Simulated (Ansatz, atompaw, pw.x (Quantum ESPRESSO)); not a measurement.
pw.x on bcc Ca: one setting changed

Potential: PAW, atompaw 4.2.0.5, PBEsol; core [Ne], reference 3s2 3p6 3d0 4s1.75 4p0.25; waves: 3s (bound): rc 1.75 bohr; 4s (bound): rc 1.80 bohr; 3p (bound): rc 1.70 bohr; 4p (bound): rc 1.85 bohr; 3d (bound, empty): rc 1.95 bohr; 3d channel at 0.45 Ry: rc 1.95 bohr; local part: troulliermartins scheme with l = 3 at 0 Ry, radius 1.66 bohr; core correction: smooth core density matched at 1.30 bohr; augmentation: sinc compensation charge, radius 1.80 bohr; PAW radius 1.95 bohr; waves and projectors: custom polynom vanderbiltortho.

The reference run (k-mesh 11³, cutoffs 55/550 Ry, Fermi–Dirac 0.01 Ry, mixing_beta 0.4, conv_thr 1e-9, no spin) gives -0.01 GPa at 40.566 Å³/atom, where all-electron LAPW gives -0.01 GPa. This run, with its own iteration cap, changes ecutwfc to 3, a wrong or extreme entry chosen on purpose.

```
&control
  calculation='scf', prefix='x', pseudo_dir='./', outdir='./tmp', tstress=.true., disk_io='none'
/
&system
  ibrav=0, nat=1, ntyp=1, ecutwfc=3, ecutrho=550, nbnd=12,
  occupations='smearing', smearing='fd', degauss=0.01
/
&electrons
  conv_thr=1e-09, mixing_beta=0.4, electron_maxstep=70
/
ATOMIC_SPECIES
Ca 1.0 Ca.UPF
CELL_PARAMETERS angstrom
  -2.16454888 2.16454888 2.16454888
  2.16454888 -2.16454888 2.16454888
  2.16454888 2.16454888 -2.16454888
ATOMIC_POSITIONS crystal
Ca 0.0000 0.0000 0.0000
K_POINTS automatic
11 11 11 0 0 0
```

```bash
pw.x < Ca.scf.in > Ca.scf.out
```

Problem. How does the run end?

Solution. It stops with "cdiaghg: S matrix not positive definite".

```
Message from routine setup:
     using ibrav=0 with symmetry is DISCOURAGED, use correct ibrav instead
     lattice parameter (alat)  =       7.0848  a.u.
     unit-cell volume          =     273.7529 (a.u.)^3
     number of electrons       =        10.00
     number of Kohn-Sham states=           12
     kinetic-energy cutoff     =       3.0000  Ry
     charge density cutoff     =     550.0000  Ry
     scf convergence threshold =      1.0E-09
     Exchange-correlation= SLA PW PSX PSC
     number of k points=    56  Fermi-Dirac smearing, width (Ry)=  0.0100
     iteration #  1     ecut=     3.00 Ry     beta= 0.40
     Error in routine cdiaghg (44):
     S matrix not positive definite
```

The run took about 1.9 s on one core of a shared server CPU.
